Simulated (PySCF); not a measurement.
Compound: C₂H₂ClN₃.
Atom-mapped SMILES: `[Cl:1][c:2]1[cH:3][n:4][n:5][nH:6]1` (hydrogens: H7 on C3; H8 on N6)

The same species was optimised twice, with GFN2-xTB and with PBE0-D3(BJ)/def2-SVP (PySCF), and the same property calculations (PySCF, gas phase) were run on both structures.

```
   coordinate  GFN2-xTB  PBE0-D3(BJ)/def2-SVP  change
    N4–N5 (Å)     1.273                 1.290  +0.017
    C3–N4 (Å)     1.345                 1.355  +0.010
    C2–N6 (Å)     1.357                 1.352  -0.005
   Cl1–C2 (Å)     1.700                 1.697  -0.003
    N5–N6 (Å)     1.329                 1.331  +0.002
    C2–C3 (Å)     1.379                 1.378  -0.001
 C2–N6–N5 (°)     109.6                 111.1    +1.5
 N4–N5–N6 (°)     108.8                 107.5    -1.3
Cl1–C2–N6 (°)     122.5                 123.1    +0.6
 C3–C2–N6 (°)     104.2                 103.9    -0.3
 C2–C3–N4 (°)     107.4                 107.7    +0.3
Cl1–C2–C3 (°)     133.2                 133.0    -0.2
 C3–N4–N5 (°)     110.0                 109.8    -0.2
```

Rotational constants: A = 10039, B = 2121, C = 1751 MHz (GFN2-xTB) against A = 10021, B = 2113, C = 1745 MHz (PBE0-D3(BJ)/def2-SVP). Point groups within 0.08 Å: Cs and Cs.

On the GFN2-xTB structure: lowest singlet, TDDFT (eV) 5.68 [wB97X-D/def2-SVPD]; lowest triplet, Tamm–Dancoff (eV) 4.58 [wB97X-D/def2-SVPD]; isotropic polarisability (au) 55.3 [wB97X-D/def2-SVPD]; HOMO (eV) -9.57 [wB97X-D/def2-SVPD]; LUMO (eV) 1.24 [wB97X-D/def2-SVPD]; dipole (D) 3.28 [wB97X-D/def2-SVPD]; HOMO (eV) -7.74 [PBE0/pcSseg-1]; LUMO (eV) -0.43 [PBE0/pcSseg-1]; dipole (D) 3.29 [PBE0/pcSseg-1]; GIAO shielding of Cl1 (ppm) 811.8 [PBE0/pcSseg-1]; GIAO shielding of C2 (ppm) 50.0 [PBE0/pcSseg-1]; GIAO shielding of C3 (ppm) 53.3 [PBE0/pcSseg-1]; GIAO shielding of N4 (ppm) -123.6 [PBE0/pcSseg-1]; GIAO shielding of N5 (ppm) -132.2 [PBE0/pcSseg-1]; GIAO shielding of N6 (ppm) 11.7 [PBE0/pcSseg-1].

Problem. What do these properties become on the PBE0-D3(BJ)/def2-SVP structure?

Solution. 
```
                                    property              level  on GFN2-xTB  on PBE0-D3(BJ)/def2-SVP  change
                  lowest singlet, TDDFT (eV)  wB97X-D/def2-SVPD         5.68                     5.73   +0.05
           lowest triplet, Tamm–Dancoff (eV)  wB97X-D/def2-SVPD         4.58                     4.57   -0.01
               isotropic polarisability (au)  wB97X-D/def2-SVPD         55.3                     55.6    +0.3
                                   HOMO (eV)  wB97X-D/def2-SVPD        -9.57                    -9.59   -0.02
                                   LUMO (eV)  wB97X-D/def2-SVPD         1.24                     1.21   -0.03
                                  dipole (D)  wB97X-D/def2-SVPD         3.28                     3.34   +0.06
energy, GFN2-xTB geometry as zero (kcal/mol)  wB97X-D/def2-SVPD          0.0                     -0.6    -0.6
                                   HOMO (eV)      PBE0/pcSseg-1        -7.74                    -7.75   -0.01
                                   LUMO (eV)      PBE0/pcSseg-1        -0.43                    -0.46   -0.03
                                  dipole (D)      PBE0/pcSseg-1         3.29                     3.36   +0.07
energy, GFN2-xTB geometry as zero (kcal/mol)      PBE0/pcSseg-1          0.0                     -0.6    -0.6
                 GIAO shielding of Cl1 (ppm)      PBE0/pcSseg-1        811.8                    813.7    +1.9
                  GIAO shielding of C2 (ppm)      PBE0/pcSseg-1         50.0                     51.7    +1.7
                  GIAO shielding of C3 (ppm)      PBE0/pcSseg-1         53.3                     50.5    -2.8
                  GIAO shielding of N4 (ppm)      PBE0/pcSseg-1       -123.6                   -135.2   -11.6
                  GIAO shielding of N5 (ppm)      PBE0/pcSseg-1       -132.2                   -135.4    -3.2
                  GIAO shielding of N6 (ppm)      PBE0/pcSseg-1         11.7                     11.3    -0.4
```

The heavy atoms differ by 0.009 Å rms after alignment. Among bonds between heavy atoms N4–N5 changes most (+0.017 Å). Changes are differences of the printed values. Neither structure is proved a minimum here.

The pairwise dispersion term of wB97X-D wasn't added to the energies; at a given geometry it leaves orbitals and properties as they are.
